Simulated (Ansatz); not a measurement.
Debugging a single point from an input written key by key of C₅H₇N, SMILES C=CCC1C=N1 (Ansatz's Python interface).

`run_deck.py`:
```python
"""Run C5H7N from an input written out key by key."""

import logging
import sys

import ansatz as az
import numpy as np

logging.basicConfig(stream=sys.stdout, format="%(levelname)s:%(name)s:%(message)s")
logger = logging.getLogger("ansatz_job")
logger.setLevel(logging.INFO)


def main() -> None:
    deck = {
        "crystal": {
            "periodic": [False, False, False],
            "atoms": [
                {"symbol": "C", "position_ang": [-2.2118, 0.5056, 0.3652]},
                {"symbol": "C", "position_ang": [-1.2921, -0.3947, -0.0051]},
                {"symbol": "C", "position_ang": [0.1316, -0.3964, 0.4791]},
                {"symbol": "C", "position_ang": [1.1485, -0.2134, -0.6022]},
                {"symbol": "C", "position_ang": [2.4014, 0.4157, -0.4026]},
                {"symbol": "N", "position_ang": [1.6118, 1.2099, -0.9492]},
                {"symbol": "H", "position_ang": [-1.9738, 1.3174, 1.046]},
                {"symbol": "H", "position_ang": [-3.2249, 0.458, -0.022]},
                {"symbol": "H", "position_ang": [-1.5783, -1.1823, -0.6985]},
                {"symbol": "H", "position_ang": [0.2693, 0.3652, 1.2575]},
                {"symbol": "H", "position_ang": [0.3191, -1.3623, 0.9638]},
                {"symbol": "H", "position_ang": [1.0277, -0.8741, -1.4493]},
                {"symbol": "H", "position_ang": [3.3715, 0.1514, 0.0174]},
            ],
        },
        "basis": {"gaussian": {"orbitals": "def2-SVP"}},
        "hamiltonian": {"xc": "r2scan"},
        "output": {"forces": True},
        "geometry": 1,
    }
    session = az.Session.from_dict(deck)
    report = session.plan(threads=1).execute().report

    logger.info(f"E = {report['free_energy_ev']:.6f} eV = {report['free_energy_ev'] / 27.211386246:.7f} Ha")
    print("converged:", report["converged"], " doubts:", report["published_state_doubts"] or "none")
    symbols = ["C", "C", "C", "C", "C", "N", "H", "H", "H", "H", "H", "H", "H"]

    logger.info("forces (eV/A)")
    for symbol, f in zip(symbols, report["forces_ev_ang"]):
        logger.info(f"  {symbol:2s} {f[0]:9.4f} {f[1]:9.4f} {f[2]:9.4f}")
    charges = report["charge_distribution"]
    print("dipole moment", round(4.803205 * float(np.linalg.norm(charges["dipole_moment_e_ang"])), 3), "D")
    print("Mulliken:", [(s, round(q, 3)) for s, q in zip(symbols, charges["mulliken_charges_e"])])


if __name__ == "__main__":
    main()
```

```console
$ python run_deck.py
Traceback (most recent call last):
  File "run_deck.py", line 55, in <module>
    main()
    ~~~~^^
  File "run_deck.py", line 39, in main
    session = az.Session.from_dict(deck)
ansatz.RefusalError: geometry: unknown field `geometry`, expected one of crystal, accuracy, basis, kpoints, hamiltonian, magnetization, projection, total_charge, correlation, batch, efield, external_charges, scf, relax, neb, saddle, md, ramp, phonons, dielectric, real_time, elastic, magnetic_configurations, gw, evaluate, workflow, output, checkpoint, execution
$ echo $?
1
```

Why does it end like this?

The fault: unknown key. The correction:

```diff
--- before
+++ after
@@ -36,3 +36,2 @@
         "output": {"forces": True},
-        "geometry": 1,
     }
```

After the fix:

```console
$ python run_deck.py
INFO:ansatz_job:E = -6776.779758 eV = -249.0420626 Ha
converged: True  doubts: none
INFO:ansatz_job:forces (eV/A)
INFO:ansatz_job:  C     0.2224   -0.3504   -0.2522
INFO:ansatz_job:  C     0.0501    0.5737    0.3807
INFO:ansatz_job:  C    -0.5128   -0.0377    0.2155
INFO:ansatz_job:  C    -0.8640   -0.0676   -0.1519
INFO:ansatz_job:  C     1.0060   -1.2877    0.8214
INFO:ansatz_job:  N    -0.1616    0.9335   -0.4350
INFO:ansatz_job:  H     0.0815    0.2368    0.2355
INFO:ansatz_job:  H    -0.3051    0.0140   -0.0788
INFO:ansatz_job:  H    -0.0325   -0.2927   -0.2733
INFO:ansatz_job:  H     0.0070    0.1808    0.0894
INFO:ansatz_job:  H     0.1261   -0.3712    0.1858
INFO:ansatz_job:  H    -0.1186   -0.3825   -0.6484
INFO:ansatz_job:  H     0.5014    0.8511   -0.0887
dipole moment 2.446 D
Mulliken: [('C', -0.07), ('C', -0.115), ('C', 0.111), ('C', -0.082), ('C', 0.041), ('N', -0.156), ('H', 0.04), ('H', 0.046), ('H', 0.029), ('H', 0.016), ('H', 0.041), ('H', 0.042), ('H', 0.059)]
```

Notes:
- Total energies depend on the basis set; only differences at equal settings carry meaning.
- The geometry is a force-field or estimated start, not a minimum of this method, and the basis set is short of its limit.
- Run time: 6.6 s on 1 thread of Arm Neoverse V2 (shared host), peak memory 0.23 GiB.
